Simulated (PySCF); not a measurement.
**[HN2O]+: core ionisation energies**

Compound: protonated nitrous oxide, HN2O (charge +1).
SMILES with atom numbers: `[NH:1]=[N+:2]=[O:3]`

Level of theory: delta-SCF UKS SCAN, pcX-2 on the ionised atom, pcseg-1 elsewhere, spin-free X2C (PySCF). These are vertical core ionisation energies against the vacuum level, from separate self-consistent calculations with and without the core hole.

Task: Give the core binding energies atom by atom.

Result: 
```csv
atom(s),bonded to,level,binding energy (eV),count
N1,N (double bond) and H,N 1s,417.68,1
O3,N (double bond),O 1s,550.50,1
```

Task: Which effective nuclear charge Zeff reproduces each element's mean 1s value in the hydrogen-like formula E = 13.606 eV × Zeff²?

Result: N (Z = 7): mean 417.7 eV, Zeff = 5.54, Z − Zeff = 1.46; O (Z = 8): mean 550.5 eV, Zeff = 6.36, Z − Zeff = 1.64. Means run over the listed sites, weighted by atom count.

The list is incomplete; no value stands for N 1s of N2 (atom 2) (hole states with ⟨S²⟩ of 1 or more are left out). The species carries charge +1, so core ionisation leaves charge +2. Isolated species at its PBE0-D3(BJ)/def2-SVP geometry, gas phase.
